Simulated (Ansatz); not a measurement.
Antiferromagnetic (type II) rock-salt MnS was calculated with PBE (Ansatz, a quantum-chemistry and plane-wave program, PAW).

Run with plane-wave cutoff 520 eV, spin-polarised with opposed moments, scalar-relativistic PAW data made under PBE.

Cell (relaxed at this level):

```
MnS
1.0
    5.11430     2.53968     2.53968
    2.53968     5.11430     2.53968
    2.53968     2.53968     5.11430
Mn S
2 2
Direct
  0.00000   0.00000   0.00000
  0.50000   0.50000   0.50000
  0.25000   0.25000   0.25000
  0.75000   0.75000   0.75000
```
Starting moments (μB, in the order of the record's atoms Mn Mn S S): 5.0 -5.0 0.0 0.0.

Task: What does this level give for the magnetic moment (largest site, within a sphere)?

Result: 
- magnetic moment (largest site, within a sphere) = 4.09 μB

Note: the bulk modulus comes from volumes at which shape and atoms were relaxed.

Moments are spin moments.

Static lattice: no zero-point or thermal effects.

The result took around 8 core-minutes (rough).
